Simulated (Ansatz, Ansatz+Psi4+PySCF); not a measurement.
```json
{"atom": "Si", "x (Å)": "0.0000", "y (Å)": "0.0000", "z (Å)": "1.1300"}
{"atom": "Si", "x (Å)": "0.0000", "y (Å)": "0.0000", "z (Å)": "-1.1300"}
```

Basis set: cc-pV(T+d)Z (spherical functions). Correlated methods keep 10 orbitals frozen. Correlation on ROHF uses semicanonical orbitals with singles. Charge 0, multiplicity 3.

Computed with Ansatz (development build ahead of 0.2.0); each method stands on the lowest determinant of its kind that the runs found.

Question: Give the atomization energy at this shape (free ground-state atoms in the same class of orbitals less the molecule, no zero-point energy) of triplet Si2 by ROHF-CCSD(T), ROHF-CCSD, ROHF-MP2, UHF-MP2, UHF-CCSDT, ROHF, UHF.

Answer:

| method | atomization energy |
| --- | --- |
| ROHF-CCSD(T) | 70.88 kcal/mol |
| ROHF-CCSD | 66.95 kcal/mol |
| ROHF-MP2 | 70.71 kcal/mol |
| UHF-MP2 | 70.07 kcal/mol |
| UHF-CCSDT | 71.04 kcal/mol |
| ROHF | 44.56 kcal/mol |
| UHF | 41.61 kcal/mol |

Caution for ROHF-CCSD(T), ROHF-CCSD, ROHF-MP2, UHF-MP2, UHF-CCSDT: a plain start can end on a higher determinant.
